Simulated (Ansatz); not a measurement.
```yaml
crystal:
  periodic: [false, false, false]
  atoms:
    - {symbol: C, position_ang: [-0.192071, 1.809765, 0.905647]}
    - {symbol: N, position_ang: [-0.273641, 0.529863, 0.253662]}
    - {symbol: C, position_ang: [0.802585, -0.074072, 0.022234]}
    - {symbol: O, position_ang: [0.878899, -1.264699, -0.573686]}
    - {symbol: C, position_ang: [-0.361405, -1.843585, -0.951146]}
    - {symbol: H, position_ang: [-0.759929, 1.784341, 1.839725]}
    - {symbol: H, position_ang: [-0.652843, 2.574722, 0.274650]}
    - {symbol: H, position_ang: [0.836263, 2.125259, 1.135302]}
    - {symbol: H, position_ang: [1.803883, 0.291324, 0.275057]}
    - {symbol: H, position_ang: [-0.116583, -2.796490, -1.416185]}
    - {symbol: H, position_ang: [-0.890156, -1.196993, -1.654304]}
    - {symbol: H, position_ang: [-0.997901, -1.994535, -0.076957]}
basis:
  gaussian: {orbitals: pcseg-2, fitting: {mean_field: def2-universal-jkfit}}
hamiltonian: {xc: {name: BHLYP}, pseudopotentials: {relativity: none}}
```

```sh
$ ansatz run in.yaml --threads 4 --pin off --events-out ev --progress --plain --max-ram 10444MiB
```

Shortened log:

```
Functional definition: BHLYP
505 factors; integrals over basis functions are off by at most 1.1e0 eV
mean field evaluation 1: about -6754.1566 eV, gradient 5.3e1 eV
mean field evaluation 2: about -6754.3026 eV, gradient 5.2e1 eV
mean field evaluation 4: about -6760.1163 eV, gradient 3.2e0 eV
mean field evaluation 8: about -6760.1352 eV, gradient 6.0e-2 eV
mean field -6760.13524030 eV, -248.4303878967 hartree, gradient 4.0e-5 eV, S^2 0.000000; 0 other end points of the search recorded, 0 dependent functions left out
reference -6760.13544526 eV, -248.4303954290 hartree; 20, 20 occupied and 228, 228 virtual orbitals, 505 factors
Total energy: -6760.13544526 eV, -248.4303954290 hartree
```

It took 1.9 s on 4 threads of an Arm Neoverse V1 on a shared host, with 0.32 GiB of host memory at the peak.
